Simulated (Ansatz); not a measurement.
**PH$_{3}$⁺, doublet: reading a ladder of total energies**

Geometry: displaced at random from a stationary point.

```xyz
4

P     0.0077    0.0028   -0.0340
H     1.1968    0.0257    0.3512
H    -0.7710    1.1456    0.3365
H    -0.6636   -1.2564    0.3580
```

Basis 6-31G; Ansatz 0.2.0. Correlated methods freeze the noble-gas cores, which leaves 7 electrons in 14 orbitals. Prefix R: restricted or restricted open-shell reference; prefix U: unrestricted.

Full CI is exact within this basis and frozen core; it isn't the basis-set limit. The frozen core follows each run's orbitals, which can shift R against U totals by a few meV.

Runs differ by some tens of microhartree through their thresholds and, for an open shell, their frozen cores, so steps under 0.1 kcal/mol mean nothing.

```tsv
level	total energy (hartree)
UHF	-342.065155
UMP2	-342.116186
UCCSD	-342.135979
UCCSD(T)	-342.136614
UCCSDT	-342.136847
UCCSDT(Q)	-342.136871
UCCSDTQ	-342.136876
full CI	-342.136873
```

**Question.** What is the correlation energy at full CI, and what share of it do UMP2 and UCCSD(T) recover?

**Answer.** E(corr) = -342.136873 − (-342.065155) = -0.071718 hartree = -1.952 eV. UMP2: -0.051031 / -0.071718 = 71.16 %. UCCSD(T): -0.071459 / -0.071718 = 99.64 %.

**Question.** By how many kcal/mol does UCCSD(T) miss full CI (1 hartree = 627.509 kcal/mol), and which steps make up the rest?

**Answer.** -342.136614 − (-342.136873) = 0.000259 hartree = 0.16 kcal/mol. Steps: UCCSDT − UCCSD(T) = -0.15, UCCSDT(Q) − UCCSDT = -0.02, UCCSDTQ − UCCSDT(Q) = 0.00, full CI − UCCSDTQ = 0.00 kcal/mol. That is within 1 kcal/mol of the reference in this basis, which itself misses far more of the correlation at the basis-set limit.
